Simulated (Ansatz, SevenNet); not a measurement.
**Equilibrium lattice constant a of hcp Lu: levels of theory against measurement**

Reference value: 3.505 Å (measured, 293 K, no zero-point or thermal correction; as tabulated in Wikipedia's data pages).

Question: What do SevenNet-l3i5, LDA, PBE, PBE+SOC, PBEsol+SOC, PBE-D4, rVV10, r²SCAN, r²SCAN-D4, r²SCAN+rVV10, HSE06, PBE0 give, and how far is each from the reference?

Answer: 
| level (code) | value (Å) | difference (%) |
|---|---|---|
| SevenNet-l3i5 (SevenNet) | 3.521 | +0.46 |
| LDA (Ansatz) | 3.382 | -3.51 |
| PBE (Ansatz) | 3.507 | +0.06 |
| PBE+SOC (Ansatz) | 3.498 | -0.20 |
| PBEsol+SOC (Ansatz) | 3.434 | -2.03 |
| PBE-D4 (Ansatz) | 3.482 | -0.66 |
| rVV10 (Ansatz) | 3.486 | -0.54 |
| r²SCAN (Ansatz) | 3.505 | 0.00 |
| r²SCAN-D4 (Ansatz) | 3.497 | -0.23 |
| r²SCAN+rVV10 (Ansatz) | 3.483 | -0.63 |
| HSE06 (Ansatz) | 3.555 | +1.43 |
| PBE0 (Ansatz) | 3.555 | +1.43 |

The reference is not for a static lattice or low temperature, so close values are not ranked against it. Off by more than 1.25 % (a bound picked here): LDA (-3.51 %), PBEsol+SOC (-2.03 %), HSE06 (+1.43 %), PBE0 (+1.43 %).

The reference has no zero-point or thermal correction, while the calculations are for a static lattice, so the differences are not the levels' errors alone. A static lattice is as a rule a little smaller than the measured one.  Density-functional levels without +SOC have no spin–orbit coupling. Cutoffs and k meshes differ between the levels. Ansatz's density-functional and Hartree–Fock values are scalar-relativistic unless marked +SOC, with PAW data made under PBE.

Machine-learned potentials (SevenNet-l3i5) are trained on DFT data, which may include these solids.

Differences are worked out from the printed values.

Ansatz is a quantum-chemistry and plane-wave program.
